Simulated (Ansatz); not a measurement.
Input file:

```yaml
crystal:
  periodic: [false, false, false]
  atoms:
    - {symbol: C, position_ang: [0.064568, 0.023749, 0.872016]}
    - {symbol: B, position_ang: [-0.100306, 0.032123, -0.504190]}
    - {symbol: P, position_ang: [-0.023685, -0.000301, -2.331970]}
    - {symbol: H, position_ang: [0.059423, -0.055571, 1.964144]}
basis:
  gaussian: {orbitals: cc-pVDZ}
magnetization: {spin_polarized: true, initial_magnetization: 3}
hamiltonian: {xc: {name: BHLYP}}
```

```sh
$ ansatz run in.yaml --threads 1 --pin off --events-out ev --progress --plain --max-ram 2393MiB
```

(1) Roughly how long does this take on 1 thread of Arm Neoverse V1, shared host, and how much host memory?

```
502 factors; integrals over basis functions are off by at most 1.2e-3 eV
mean field evaluation 1: about -11010.1394 eV, gradient 1.9e1 eV
mean field evaluation 2: about -11009.2516 eV, gradient 2.1e1 eV
mean field evaluation 4: about -11012.4524 eV, gradient 1.1e0 eV
mean field evaluation 8: about -11012.5310 eV, gradient 9.9e-2 eV
mean field evaluation 16: about -11012.5317 eV, gradient 3.1e-3 eV
mean field evaluation 32: about -11012.5073 eV, gradient 1.6e0 eV
mean field -11012.53199229 eV, -404.7030861546 hartree, gradient 2.3e-6 eV, S^2 3.822420; 2 other end points of the search recorded, 0 dependent functions left out
reference -11012.53213622 eV, -404.7030914438 hartree; 15, 12 occupied and 36, 39 virtual orbitals, 502 factors
Total energy: -11012.53213622 eV, -404.7030914438 hartree
```

Answers

(1) 4.4 s wall and 0.19 GiB.
